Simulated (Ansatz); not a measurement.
Geometry optimisation, Ansatz, UKS BLYP/def2-SVP.

input.yaml

```yaml
crystal:
  periodic: [false, false, false]
  atoms:
    - { symbol: "N", position_ang: [-1.21754, 0.17287, -0.82274] }
    - { symbol: C, position_ang: [0.06042, -0.22676, -0.6983] }
    - { symbol: Si, position_ang: [1.10782, -0.94991, -1.93437] }
    - { symbol: H, position_ang: [-1.6578, 0.05652, -1.72203] }
    - { symbol: H, position_ang: [-1.80053, 0.58416, -0.10465] }
    - { symbol: H, position_ang: [1.12598, -1.37434, -3.34726] }
    - { symbol: H, position_ang: [2.42696, -1.2369, -1.38794] }
magnetization:
  spin_polarized: true
  initial_magnetization: 1
basis:
  gaussian: { orbitals: def2-SVP }
hamiltonian:
  xc: blyp
relax:
  f_tol: 0.015
  max_steps: 40
```

Run as:

```bash
$ ansatz run input.yaml --threads 1 --pin off --max-ram 2048MiB --backend cpu --events-out ev --progress --plain --runs-dir out
```

Q: Where does it end, and by what steps?

A: The run converged. After 12 steps the energy has fallen by 0.541 eV; H6 moved furthest, 0.56 Å.

```csv
step,energy less start (eV),largest force component (eV/Å),accepted
0,0.0000,1.620,yes
1,-0.1573,1.018,yes
2,-0.2117,0.239,yes
3,-0.2581,0.762,yes
4,-0.3220,1.135,yes
5,-0.4122,0.977,yes
6,-0.4797,0.880,yes
7,-0.5234,1.007,yes
8,-0.5371,0.117,yes
9,-0.5392,0.103,yes
10,-0.5404,0.029,yes
11,-0.5406,0.058,yes
12,-0.5406,0.007,yes
```

```xyz
7
Properties=species:S:1:pos:R:3
N -1.210 0.172 -0.906
C -0.011 -0.369 -0.880
Si 1.333 -0.641 -2.072
H -1.651 0.608 -1.735
H -1.815 0.158 -0.072
H 0.859 -1.731 -3.012
H 2.540 -1.171 -1.339
```

Whether the end is a true minimum wasn't checked by a vibrational analysis.

The run took 43 s on 1 thread of Intel(R) Xeon(R) Processor @ 2.70GHz, with other jobs on the host, peak memory 0.16 GiB.
